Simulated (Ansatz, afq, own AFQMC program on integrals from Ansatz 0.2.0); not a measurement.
## CH3Si, doublet: AFQMC among the cluster methods

```xyz
5

Si   -0.0036    0.0000    0.5569
C     0.0260    0.0000   -1.5629
H     0.6296   -1.2164    1.1340
H     0.6298    1.2163    1.1340
H    -1.4689    0.0001    0.8394
```

Connectivity, by distances: SiH3–C.

Basis cc-pVDZ. Noble-gas cores (and the filled d shells of Ga–Kr and In–Xe) are frozen. AFQMC by an in-house program on the Cholesky factors that Ansatz 0.2.0 writes for its CCSD(T) run. ph-AFQMC/CISD is guided by a CISD state made of CCSD amplitudes; releasing the constraint for a short imaginary time cuts its bias at the price of noise, slowly where states lie close. Error bars are statistical, one sigma.

Determinant: ROHF, the one that the program's search chose, which needn't be the lowest solution. The geometry is a point of a scan.

No full CI on the walks' own integrals is used here. The released AFQMC energy serves as the reference, which it does only where one determinant dominates, the energy is flat over the last release times and near the phaseless one (40 meV or 2 meV an electron, half that with transition metals). On small molecules, where full CI could be run and the noise was under 10 meV, such values lay within 10 meV of it in 19 cases of 20, a flattering rate, since the rule was set on those same cases; what remains of the bias isn't in the error bar.

Cautions: higher spins were not checked; a spin-contaminated unrestricted determinant lies lower (UHF 338 meV lower, ⟨S²⟩ 1.33); the released value is read at 2.40 1/Eh with a noise of 16 meV, more than in the cases checked (meV from the phaseless value at times in 1/Eh: 10 ± 12 at 0.24, 12 ± 14 at 0.51, -11 ± 14 at 0.99, -35 ± 22 at 1.62, -11 ± 16 at 2.40).

```
T1 diagnostic                               : 0.0190
weight of the determinant in the CISD state : 0.867
size of the correlated space                : 11 electrons in 41 orbitals
```

Reference: AFQMC with the constraint released, correlation energy -6.465 ± 0.016 eV.

```
        level  E − E(reference) (mEh)  share of correlation (%)
           HF           237.57 ± 0.58                      0.00
          MP2            56.75 ± 0.58                     76.11
         CCSD             7.71 ± 0.58                     96.75
      CCSD(T)             1.80 ± 0.58                     99.24
ph-AFQMC/CISD             0.42 ± 0.77                     99.82
```

A walk keeps the symmetry of its determinant, which the program's search chose and which needn't be the lowest solution, so a lower state of the same spin and another symmetry isn't excluded. Released energies are given only where the last usable release times agree within the noise; a slower fall can still hide under it.
